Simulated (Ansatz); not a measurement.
Ansatz (an electronic-structure program) input (SVWN5/def2-TZVP):

Ansatz 0.2 input:
```yaml
crystal:
  periodic: [false, false, false]
  atoms:
    - {symbol: C, position_ang: [0.00819413, 0.01326082, -1.13371283]}
    - {symbol: Cl, position_ang: [-0.00477402, -0.00772595, 0.66051769]}
    - {symbol: H, position_ang: [0.01747178, 1.04777215, -1.46340501]}
    - {symbol: H, position_ang: [0.89974992, -0.50396843, -1.47517859]}
    - {symbol: H, position_ang: [-0.88522815, -0.49202752, -1.48794019]}
basis:
  gaussian:
    orbitals: def2-TZVP
hamiltonian:
  xc: {name: SVWN5}
relax: {f_tol: 0.003, max_steps: 100}
```

End of the output:

```
568 factors; their error is unknown
mean field: 0.16 GiB planned
mean field evaluation 32: about -13558.4482 eV, gradient 2.1e-5 eV
mean field -13558.44817949 eV, -498.2637803500 hartree, gradient 2.1e-5 eV, S^2 0.000000; 0 other end points of the search recorded, 0 dependent functions left out
the calculation of the forces begins
reference -13558.44820604 eV, -498.2637813255 hartree; 13, 13 occupied and 73, 73 virtual orbitals, 568 factors
relax step   3: F+E_penalty+E_count = -13558.44817949 eV  Δ(F+E_penalty+E_count) = -3.802e-3 eV  max|allowed force component| = 1.031e-1 eV/Å  Δτ_max = 0.0077 Å  (29 SCF iters, accepted)
these checks for a lower state are left out or cut short: starts, cluster_reference, orbital_swaps, neighbouring_geometries, increment
integrals: 0.02 GiB planned
568 factors; their error is unknown
mean field: 0.16 GiB planned
mean field -13558.44816098 eV, -498.2637796697 hartree, gradient 2.1e-5 eV, S^2 0.000000; 0 other end points of the search recorded, 0 dependent functions left out
the calculation of the forces begins
reference -13558.44818757 eV, -498.2637806469 hartree; 13, 13 occupied and 73, 73 virtual orbitals, 568 factors
relax step   4: F+E_penalty+E_count = -13558.44816098 eV  Δ(F+E_penalty+E_count) = +1.851e-5 eV  max|allowed force component| = 7.393e-2 eV/Å  Δτ_max = 0.0068 Å  (30 SCF iters, rejected (line search))
these checks for a lower state are left out or cut short: starts, cluster_reference, orbital_swaps, neighbouring_geometries, increment
integrals: 0.02 GiB planned
568 factors; their error is unknown
mean field: 0.16 GiB planned
mean field -13558.44849805 eV, -498.2637920569 hartree, gradient 2.1e-5 eV, S^2 0.000000; 0 other end points of the search recorded, 0 dependent functions left out
the calculation of the forces begins
reference -13558.44852461 eV, -498.2637930331 hartree; 13, 13 occupied and 73, 73 virtual orbitals, 568 factors
relax step   5: F+E_penalty+E_count = -13558.44849805 eV  Δ(F+E_penalty+E_count) = -3.186e-4 eV  max|allowed force component| = 1.670e-2 eV/Å  Δτ_max = 0.0033 Å  (30 SCF iters, accepted)
these checks for a lower state are left out or cut short: starts, cluster_reference, orbital_swaps, neighbouring_geometries, increment
integrals: 0.02 GiB planned
568 factors; their error is unknown
mean field: 0.16 GiB planned
mean field -13558.44852414 eV, -498.2637930156 hartree, gradient 2.1e-5 eV, S^2 0.000000; 0 other end points of the search recorded, 0 dependent functions left out
the calculation of the forces begins
reference -13558.44855071 eV, -498.2637939920 hartree; 13, 13 occupied and 73, 73 virtual orbitals, 568 factors
relax step   6: F+E_penalty+E_count = -13558.44852414 eV  Δ(F+E_penalty+E_count) = -2.609e-5 eV  max|allowed force component| = 2.089e-4 eV/Å  Δτ_max = 0.0010 Å  (30 SCF iters, accepted)
integrals: 0.02 GiB planned
568 factors; their error is unknown
mean field: 0.16 GiB planned
mean field evaluation 64: about -13558.4485 eV, gradient 2.1e-5 eV
mean field -13558.44852414 eV, -498.2637930156 hartree, gradient 2.1e-5 eV, S^2 0.000000; 1 other end points of the search recorded, 0 dependent functions left out
the calculation of the forces begins
reference -13558.44855071 eV, -498.2637939920 hartree; 13, 13 occupied and 73, 73 virtual orbitals, 568 factors
Total energy: -13558.44855071 eV, -498.2637939920 hartree
Atom 0 at     0.008085     0.013083    -1.118657 Å, force    -0.000002    -0.000004     0.000209 eV/Å
Atom 1 at    -0.004659    -0.007538     0.644600 Å, force    -0.000001    -0.000001     0.000121 eV/Å
Atom 2 at     0.017519     1.055182    -1.463028 Å, force    -0.000000    -0.000133    -0.000111 eV/Å
Atom 3 at     0.906145    -0.507722    -1.474890 Å, force    -0.000116     0.000070    -0.000110 eV/Å
Atom 4 at    -0.891677    -0.495695    -1.487744 Å, force     0.000118     0.000068    -0.000108 eV/Å
Dipole moment:     0.002789     0.004514    -0.385852 e Å
```
